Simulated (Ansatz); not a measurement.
**[AlH$_{2}$···H···H], doublet: transfer scan**

All five atoms lie in one plane.

Starting geometry:

```xyz
5

Al   -0.0983    0.0000    0.0000
H    -0.8912    1.3734    0.0000
H    -0.8912   -1.3734    0.0000
H     1.4876    0.0000    0.0000
H     2.9257    0.0000    0.0000
```

From there H4 is moved from one fragment to the other while all else, the fragments' distance too, stays fixed; atoms are numbered as listed. Energies are in kcal/mol, counted from the starting geometry at the same level.

Basis 6-31G; Ansatz 0.2.0. Correlated methods freeze the noble-gas cores. Prefix R: restricted or restricted open-shell reference; prefix U: unrestricted.

Full CI is exact within this basis and frozen core; it isn't the basis-set limit. The frozen core follows each run's orbitals, which can shift R against U totals by a few meV.

```json
{"distance Al1-H4 (Å)": "1.475", "full CI": "3.3", "unpaired electrons (full CI)": "1.02", "error UHF": "-1.0", "error RMP2": "-0.7", "error RCCSD": "-0.1", "error RCCSD(T)": "0.0", "error UCCSD(T)": "0.0", "error UCCSDT(Q)": "0.0"}
{"distance Al1-H4 (Å)": "1.586", "full CI": "0.0", "unpaired electrons (full CI)": "1.02", "error UHF": "0.0", "error RMP2": "0.0", "error RCCSD": "0.0", "error RCCSD(T)": "0.0", "error UCCSD(T)": "0.0", "error UCCSDT(Q)": "0.0"}
{"distance Al1-H4 (Å)": "1.685", "full CI": "-0.4", "unpaired electrons (full CI)": "1.03", "error UHF": "1.2", "error RMP2": "1.0", "error RCCSD": "0.1", "error RCCSD(T)": "0.0", "error UCCSD(T)": "0.0", "error UCCSDT(Q)": "0.0"}
{"distance Al1-H4 (Å)": "1.784", "full CI": "-0.3", "unpaired electrons (full CI)": "1.03", "error UHF": "2.7", "error RMP2": "2.5", "error RCCSD": "0.2", "error RCCSD(T)": "0.1", "error UCCSD(T)": "0.1", "error UCCSDT(Q)": "0.0"}
{"distance Al1-H4 (Å)": "1.883", "full CI": "-1.5", "unpaired electrons (full CI)": "1.03", "error UHF": "4.5", "error RMP2": "3.7", "error RCCSD": "0.2", "error RCCSD(T)": "0.1", "error UCCSD(T)": "0.1", "error UCCSDT(Q)": "0.0"}
{"distance Al1-H4 (Å)": "1.982", "full CI": "-5.2", "unpaired electrons (full CI)": "1.03", "error UHF": "6.0", "error RMP2": "3.9", "error RCCSD": "0.2", "error RCCSD(T)": "0.1", "error UCCSD(T)": "0.1", "error UCCSDT(Q)": "0.0"}
{"distance Al1-H4 (Å)": "2.081", "full CI": "-11.0", "unpaired electrons (full CI)": "1.03", "error UHF": "6.7", "error RMP2": "3.5", "error RCCSD": "0.1", "error RCCSD(T)": "0.0", "error UCCSD(T)": "0.0", "error UCCSDT(Q)": "0.0"}
{"distance Al1-H4 (Å)": "2.180", "full CI": "-17.1", "unpaired electrons (full CI)": "1.03", "error UHF": "6.3", "error RMP2": "2.7", "error RCCSD": "0.0", "error RCCSD(T)": "0.0", "error UCCSD(T)": "0.0", "error UCCSDT(Q)": "0.0"}
{"distance Al1-H4 (Å)": "2.279", "full CI": "-20.3", "unpaired electrons (full CI)": "1.02", "error UHF": "5.4", "error RMP2": "1.9", "error RCCSD": "0.0", "error RCCSD(T)": "0.0", "error UCCSD(T)": "0.0", "error UCCSDT(Q)": "0.0"}
```

Unpaired electrons are Σ n²(2−n)² over natural occupations. Errors are those of relative energies. In total energy the starting point itself misses full CI by: UHF 38.9, RMP2 12.4, RCCSD 0.7, RCCSD(T) 0.2, UCCSD(T) 0.2, UCCSDT(Q) 0.0 kcal/mol.

Spread of the error over the points with a reference, to 2.279 Å (largest less smallest): UCCSDT(Q) 0.0, UCCSD(T) 0.1, RCCSD(T) 0.1, RCCSD 0.3, RMP2 4.6, UHF 7.7 kcal/mol.
